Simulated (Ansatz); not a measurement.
in.yaml

```yaml
crystal:
  periodic: [false, false, false]
  atoms:
    - {symbol: Al, position_ang: [0.000000, 0.000000, 0.284400]}
    - {symbol: P, position_ang: [0.000000, 0.000000, -1.859800]}
    - {symbol: H, position_ang: [0.000000, 0.000000, 1.575400]}
basis:
  gaussian: {orbitals: 6-31G}
magnetization: {spin_polarized: false, initial_magnetization: 1}
correlation: {method: bccd_t, electrons: outside_noble_gas}
```

```sh
$ ansatz run in.yaml --threads 1 --pin off --events-out ev --progress --plain --max-ram 2393MiB
```

Output:

```
310 factors; integrals over basis functions are off by at most 1.5e-4 eV
mean field evaluation 1: about -15865.2804 eV, gradient 1.3e1 eV
mean field evaluation 2: about -15865.2841 eV, gradient 1.3e1 eV
mean field evaluation 4: about -15866.2146 eV, gradient 1.7e0 eV
mean field evaluation 8: about -15866.2475 eV, gradient 4.2e-3 eV
mean field evaluation 16: about -15866.2081 eV, gradient 1.7e0 eV
mean field evaluation 32: about -15866.2420 eV, gradient 9.6e-1 eV
mean field evaluation 64: about -15864.4111 eV, gradient 7.3e-2 eV
mean field evaluation 96: about -15862.6010 eV, gradient 2.5e-2 eV
mean field evaluation 128: about -15862.6009 eV, gradient 1.0e-1 eV
mean field evaluation 160: about -15862.0896 eV, gradient 3.2e-1 eV
mean field evaluation 192: about -15862.1997 eV, gradient 5.8e0 eV
mean field -15866.24753692 eV, -583.0738424528 hartree, gradient 9.6e-7 eV, S^2 0.750000; 4 other end points of the search recorded, 0 dependent functions left out
mean field evaluation 224: about -15866.3147 eV, gradient 2.4e-4 eV
mean field evaluation 256: about -15864.6141 eV, gradient 1.8e-1 eV
determinant -15866.24753692 eV, -583.0738424528 hartree, with singles and doubles -15868.80681722 eV, -583.1678942693 hartree
determinant -15864.41134978 eV, -583.0063638203 hartree, with singles and doubles -15867.34607610 eV, -583.1142130233 hartree
10 core orbitals not correlated: weight in the atoms' cores, before any rotation towards them, 1.000 or more for the frozen orbitals, at most 0.000 for the correlated occupied ones
reference -15866.24753692 eV, -583.0738424528 hartree; 5, 4 occupied and 13, 14 virtual orbitals, 310 factors
second order -2.05169183 eV of doubles, -0.00922640 eV of singles
cycle   1  -2.54422786 eV  change    1.5e-2 eV  update   3.0e-2
cycle   2  -2.53572864 eV  change    8.5e-3 eV  update   7.1e-3
cycle   3  -2.53809515 eV  change   -2.4e-3 eV  update   3.3e-3
cycle   4  -2.53749489 eV  change    6.0e-4 eV  update   1.6e-3
cycle   5  -2.53820723 eV  change   -7.1e-4 eV  update   1.0e-3
cycle   6  -2.53832237 eV  change   -1.2e-4 eV  update   3.5e-4
cycle   7  -2.53839499 eV  change   -7.3e-5 eV  update   1.3e-4
cycle   8  -2.53845802 eV  change   -6.3e-5 eV  update   5.2e-5
cycle   9  -2.53847393 eV  change   -1.6e-5 eV  update   2.4e-5
cycle  10  -2.53847635 eV  change   -2.4e-6 eV  update   1.1e-5
perturbative correction -0.11317722 eV, -0.0041591862 hartree
Total energy: -15868.89919048 eV, -583.1712889241 hartree
```

For the same geometry and basis full CI lies 38.2 meV lower.

Ran on 1 thread of Arm Neoverse V2, shared host: 0.84 s wall, 0.14 GiB peak host memory.
